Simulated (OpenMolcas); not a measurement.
# A workflow on H2O (SMILES O)

Aim: a single-point energy (UHF/pcseg-0), then the energy (CASSCF(2,2)/pcseg-0), then a single-point energy (CASPT2(2,2)/pcseg-0), then the energy (SC-NEVPT2(2,2)/pcseg-0), then the energy (MRCI(2,2)/pcseg-0) of H2O. 

Program for the calculation: OpenMolcas 26.06.

## (1) The structure to begin with

H2O: 3 atoms, total charge 0, spin state singlet. As SMILES, `O`. The O1–H3 distance was set to 1.919 Å, away from the relaxed value. At this shape a bond of the SMILES string is far longer than usual.

Bond lengths: O1–H2 0.960 Å.

## (2) The energy at UHF/pcseg-0 (run 1)

input.xyz

```xyz
3

O     -0.441594     1.148962    -0.106501
H      0.327606     1.497162     0.349399
H     -0.163800    -0.748600    -0.174700
```

step1.inp

```
>>> EXPORT MOLCAS_PRINT=2

&GATEWAY
 BasLib=$CurrDir
 Coord=input.xyz
 Basis=pcseg-0
 Group=NoSym

&SEWARD

&SCF
 UHF
 Scramble=0.25
 PrOrbitals=1 1
```

The basis set pcseg-0 is read from a file made from the Basis Set Exchange's data (not shown).

Launch:

```console
$ export MOLCAS_MEM=1860
$ pymolcas step1.inp > step1.log
```

Log:

```text
--- Start Module: gateway ---
[...]
--- Stop Module: gateway /rc=_RC_ALL_IS_WELL_ ---
--- Start Module: seward ---
[...]
      Basis functions           13
--- Stop Module: seward /rc=_RC_ALL_IS_WELL_ ---
--- Start Module: scf ---
[...]
       Convergence after  24 Iterations
[...]
::    Total SCF energy                                -75.6613749651
[...]
      Total spin, S                                     0.5620693575
[...]
      Total electronic charge=   10.000000
      Total            charge=   -0.000000
[...]
      Dipole Moment (debye):
      Origin of the operator (angstrom)=   -0.3830    1.0623   -0.0848
                   X=  1.6808E+00               Y=  5.9866E-01               Z=  9.7752E-01           Total=  2.0344E+00
      Quadrupole Moment (debye*angstrom):
[...]
--- Stop Module: scf /rc=_RC_ALL_IS_WELL_ ---
[...]
```

It took 2.1 s on 1 thread of Arm Neoverse V1, shared host; peak memory 0.37 GiB.

## (3) A single-point energy at CASSCF(2,2)/pcseg-0 (run 2)

input.xyz is that of step 2.

step2.input

```
&GATEWAY
  BASLIB=$CurrDir
  COORD=input.xyz
  BASIS=pcseg-0
  GROUP=NoSym

&SEWARD

&RASSCF
  FILEORB=$CurrDir/step1.UnaOrb
  SPIN=1
  NACTEL=2 0 0
  INACTIVE=4
  RAS2=2
  ORBLISTING=Nothing
```

The basis set pcseg-0 is read from a file made from the Basis Set Exchange's data (not shown).

Launch:

```console
$ export MOLCAS_MEM=1860
$ pymolcas step2.input > step2.log
```

Log:

```text
--- Start Module: gateway ---
[...]
--- Stop Module: gateway /rc=_RC_ALL_IS_WELL_ ---
--- Start Module: seward ---
[...]
      Basis functions           13
--- Stop Module: seward /rc=_RC_ALL_IS_WELL_ ---
--- Start Module: rasscf ---
[...]
      Number of active orbitals                  2
[...]
      Spin quantum number                      0.0
[...]
      Active orbitals                            2
[...]
      Number of CSFs                             3
[...]
      Number of root(s) required                 1
[...]
      Convergence after 10 iterations
[...]
      printout of CI-coefficients larger than  0.05 for root  1
      energy=     -75.680318
      conf/sym  11     Coeff  Weight
             1  20  -0.89485 0.80075
             3  02   0.44637 0.19925
      Natural orbitals and occupation numbers for root  1
      sym 1:   1.601499   0.398501
      ************************************************************************************************************************
      *                                                    Final results                                                     *
[...]
::    RASSCF root number  1 Total energy:    -75.68031835
[...]
      Total electronic charge=   10.000000
      Total            charge=   -0.000000
[...]
      Dipole Moment (debye):
      Origin of the operator (angstrom)=   -0.3830    1.0623   -0.0848
                   X=  1.7284E+00               Y=  3.2500E-01               Z=  9.7177E-01           Total=  2.0093E+00
      Quadrupole Moment (debye*angstrom):
[...]
--- Stop Module: rasscf /rc=_RC_ALL_IS_WELL_ ---
[...]
```

Run time: 1.8 s. Hardware: 1 thread of Arm Neoverse V1, shared host; peak memory 0.37 GiB.

## (4) The energy at CASPT2(2,2)/pcseg-0 (run 3)

input.xyz is that of step 3.

step3.input

```
* H2O CASPT2

&GATEWAY
  BasLib=$CurrDir
  Coord=input.xyz
  Basis=pcseg-0
  Group=NoSym

&SEWARD

&RASSCF
  FileOrb=$CurrDir/step2.RasOrb
  Spin=1
  Nactel=2 0 0
  Inactive=4
  Ras2=2
  OrbListing=Nothing

&CASPT2
  Imaginary=0.1
  Frozen=1
```

The basis set pcseg-0 is read from a file made from the Basis Set Exchange's data (not shown).

Launch:

```console
$ export MOLCAS_MEM=1860
$ pymolcas step3.input > step3.log
```

Log:

```text
--- Start Module: gateway ---
[...]
--- Stop Module: gateway /rc=_RC_ALL_IS_WELL_ ---
[...]
      Basis functions           13
[...]
--- Start Module: rasscf ---
[...]
      Number of active orbitals                  2
[...]
      Spin quantum number                      0.0
[...]
      Active orbitals                            2
[...]
      Number of CSFs                             3
[...]
      Number of root(s) required                 1
[...]
      Convergence after  4 iterations
[...]
      printout of CI-coefficients larger than  0.05 for root  1
      energy=     -75.680318
      conf/sym  11     Coeff  Weight
             1  20  -0.89485 0.80075
             3  02   0.44637 0.19925
      Natural orbitals and occupation numbers for root  1
      sym 1:   1.601499   0.398501
      ************************************************************************************************************************
      *                                                    Final results                                                     *
[...]
::    RASSCF root number  1 Total energy:    -75.68031835
[...]
      Total electronic charge=   10.000000
      Total            charge=   -0.000000
[...]
      Dipole Moment (debye):
      Origin of the operator (angstrom)=   -0.3830    1.0623   -0.0848
                   X=  1.7284E+00               Y=  3.2499E-01               Z=  9.7177E-01           Total=  2.0093E+00
      Quadrupole Moment (debye*angstrom):
[...]
--- Stop Module: rasscf /rc=_RC_ALL_IS_WELL_ ---
--- Start Module: caspt2 ---
[...]
 ###    WARNING: User changed nr of frozen orbitals.                         ###
 ###############################################################################
[...]
      E2 (Variational):          -0.0966085935
      Total energy:             -75.7769269398
[...]
      Reference weight:           0.97487
[...]
::    CASPT2 Root  1     Total energy:    -75.77692694
[...]
--- Stop Module: caspt2 /rc=_RC_ALL_IS_WELL_ ---
[...]
```

Wall time 1.7 s (1 thread of Arm Neoverse V1, shared host); peak memory 0.37 GiB.

## (5) The energy at SC-NEVPT2(2,2)/pcseg-0 (run 4)

input.xyz is that of step 4.

step4.inp

```
&GATEWAY
 BasLib = $CurrDir
 Coord = input.xyz
 Basis = pcseg-0
 Group = NoSym

&SEWARD

&RASSCF
 FileOrb = $CurrDir/step2.RasOrb
 Spin = 1
 Nactel = 2 0 0
 Inactive = 4
 Ras2 = 2
 OrbListing = Nothing

&CASPT2
 SC-NEVPT2
 Frozen = 1
```

The basis set pcseg-0 is read from a file made from the Basis Set Exchange's data (not shown).

Launch:

```console
$ export MOLCAS_MEM=1860
$ pymolcas step4.inp > step4.log
```

Log:

```text
--- Start Module: gateway ---
[...]
--- Stop Module: gateway /rc=_RC_ALL_IS_WELL_ ---
[...]
      Basis functions           13
[...]
--- Start Module: rasscf ---
[...]
      Number of active orbitals                  2
[...]
      Spin quantum number                      0.0
[...]
      Active orbitals                            2
[...]
      Number of CSFs                             3
[...]
      Number of root(s) required                 1
[...]
      Convergence after  4 iterations
[...]
      printout of CI-coefficients larger than  0.05 for root  1
      energy=     -75.680318
      conf/sym  11     Coeff  Weight
             1  20  -0.89485 0.80075
             3  02   0.44637 0.19925
      Natural orbitals and occupation numbers for root  1
      sym 1:   1.601499   0.398501
      ************************************************************************************************************************
      *                                                    Final results                                                     *
[...]
::    RASSCF root number  1 Total energy:    -75.68031835
[...]
      Total electronic charge=   10.000000
      Total            charge=   -0.000000
[...]
      Dipole Moment (debye):
      Origin of the operator (angstrom)=   -0.3830    1.0623   -0.0848
                   X=  1.7284E+00               Y=  3.2499E-01               Z=  9.7177E-01           Total=  2.0093E+00
      Quadrupole Moment (debye*angstrom):
[...]
--- Stop Module: rasscf /rc=_RC_ALL_IS_WELL_ ---
--- Start Module: caspt2 ---
[...]
 ###    WARNING: User changed nr of frozen orbitals.                         ###
 ###############################################################################
[...]
      E2 (Variational):          -0.0956156624
[...]
      E2 (Variational):          -0.0955682601
      Total energy:             -75.7758866065
[...]
      Reference weight:           0.97551
[...]
::    SC-NEVPT2 Root  1     Total energy:    -75.77588661
[...]
--- Stop Module: caspt2 /rc=_RC_ALL_IS_WELL_ ---
[...]
```

Run time: 1.7 s. Hardware: 1 thread of Arm Neoverse V1, shared host; peak memory 0.37 GiB.

## (6) A single-point energy at MRCI(2,2)/pcseg-0 (run 5)

input.xyz is that of step 5.

step5.input

```
>>> EXPORT MOLCAS_PRINT=2

&GATEWAY
  BasLib
  $CurrDir
  Coord
  input.xyz
  Basis
  pcseg-0
  Group
  NoSym

&SEWARD

&RASSCF
  FileOrb
  $CurrDir/step2.RasOrb
  Spin
  1
  Nactel
  2 0 0
  Inactive
  4
  Ras2
  2
  OrbListing
  Nothing

&MOTRA
  LumOrb
  Frozen
  1

&GUGA
  Electrons
  8
  Spin
  1
  Inactive
  3
  Active
  2
  CIAll
  1

&MRCI
  SDCI
```

The basis set pcseg-0 is read from a file made from the Basis Set Exchange's data (not shown).

Launch:

```console
$ export MOLCAS_MEM=1860
$ pymolcas step5.input > step5.log
```

Log:

```text
--- Start Module: gateway ---
[...]
--- Stop Module: gateway /rc=_RC_ALL_IS_WELL_ ---
[...]
      Basis functions           13
[...]
      Number of active orbitals                  2
[...]
      Spin quantum number                      0.0
[...]
      Active orbitals                            2
[...]
      Number of CSFs                             3
[...]
      Number of root(s) required                 1
[...]
      Convergence after  4 iterations
[...]
      printout of CI-coefficients larger than  0.05 for root  1
      energy=     -75.680318
      conf/sym  11     Coeff  Weight
             1  20  -0.89485 0.80075
             3  02   0.44637 0.19925
      Natural orbitals and occupation numbers for root  1
      sym 1:   1.601499   0.398501
      ************************************************************************************************************************
      *                                                    Final results                                                     *
[...]
::    RASSCF root number  1 Total energy:    -75.68031835
[...]
      Dipole Moment (debye):
      Origin of the operator (angstrom)=   -0.3830    1.0623   -0.0848
                   X=  1.7284E+00               Y=  3.2499E-01               Z=  9.7177E-01           Total=  2.0093E+00
      Quadrupole Moment (debye*angstrom):
[...]
      *** WARNING: Default frozen orbitals is overwritten by user input.
      *** Default values:   1
[...]
--- Start Module: guga ---
[...]
--- Stop Module: guga /rc=_RC_ALL_IS_WELL_ ---
--- Start Module: mrci ---
[...]
       (But an ACPF correction will be computed)
       USE THE DEFAULT ACPF G-VALUE GFAC=  0.25000000000000000
[...]
                      CI ENERGY:   -75.78184274
[...]
                ACPF CORRECTION:    -0.00231970
[...]
      Total electronic charge=   10.000000
      Total            charge=   -0.000000
[...]
     ACPF CORRECTION:     -0.00231970
[...]
  CI State   1     Total energy:    -75.78184274     QDav:     -0.00311666     QACPF:     -0.00231970
[...]
--- Stop Module: mrci /rc=_RC_ALL_IS_WELL_ ---
[...]
```

It took 1.8 s on 1 thread of Arm Neoverse V1, shared host; peak memory 0.37 GiB.

## (7) Summary of results

| quantity | value |
| --- | --- |
| run 1, UHF/pcseg-0: total energy | -75.66137 Eh |
| run 1, UHF/pcseg-0: dipole moment | 2.03 D |
| run 1, UHF/pcseg-0: HOMO energy | -12.97 eV |
| run 1, UHF/pcseg-0: LUMO energy | 2.72 eV |
| run 1, UHF/pcseg-0: HOMO–LUMO gap | 15.69 eV |
| run 1, UHF/pcseg-0: ⟨S²⟩ | 0.878 |
| run 2, CASSCF(2,2)/pcseg-0: total energy | -75.68032 Eh |
| run 2, CASSCF(2,2)/pcseg-0: dipole moment (CASSCF density) | 2.01 D |
| run 3, CASPT2(2,2)/pcseg-0: total energy | -75.77693 Eh |
| run 3, CASPT2(2,2)/pcseg-0: dipole moment (CASSCF density) | 2.01 D |
| run 4, SC-NEVPT2(2,2)/pcseg-0: total energy | -75.77589 Eh |
| run 4, SC-NEVPT2(2,2)/pcseg-0: dipole moment (CASSCF density) | 2.01 D |
| run 5, MRCI(2,2)/pcseg-0: total energy | -75.78184 Eh |
| run 5, MRCI(2,2)/pcseg-0: dipole moment (CASSCF density) | 2.01 D |

In words: ⟨S²⟩ (run 1, UHF/pcseg-0) is 0.88 where a pure singlet has 0.00: the reference is spin-contaminated. Mulliken charges (run 1, UHF/pcseg-0) run from -0.39 on O1 to +0.37 on H2; they depend strongly on the basis. Mulliken charges (run 2, CASSCF(2,2)/pcseg-0) run from -0.40 on O1 to +0.38 on H2. Mulliken charges (run 3, CASPT2(2,2)/pcseg-0) of the CASSCF density run from -0.40 on O1 to +0.38 on H2. Mulliken charges (run 5, MRCI(2,2)/pcseg-0) of the CASSCF density run from -0.40 on O1 to +0.38 on H2.
